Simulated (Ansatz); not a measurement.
Basis-set extrapolation for `C#CC(O)S` (PBE0-D4/def2-TZVP geometry, frozen core, the Gaussian-basis code of Ansatz). Multiplicity 1, RHF reference.

|  | def2-TZVPP | def2-QZVPP |
| --- | --- | --- |
| HF | -588.330673 | -588.350307 |
| MP2 correlation | -0.885044 | -0.950544 |
| CCSD(T) correlation | -0.958885 | not run |

Energies in hartree. Use E(X) = E(∞) + A·exp(−7.88·√X) for Hartree–Fock and E(X) = E(∞) + B·X^(−2.97) for correlation, with X = 3 and 4, and add CCSD(T) minus MP2 of the smaller set to the MP2 limit.

Q: What is the CCSD(T) energy at the basis-set limit?

A: HF limit: -588.350307 + (-0.019634) × 0.13774 = -588.35301. MP2 limit: -0.950544 + (-0.065500) × 0.74074 = -0.99906. Higher-order term: -0.958885 − (-0.885044) = -0.07384. Total: -589.42591 hartree, 358.0 kJ/mol below CCSD(T)/def2-TZVPP.
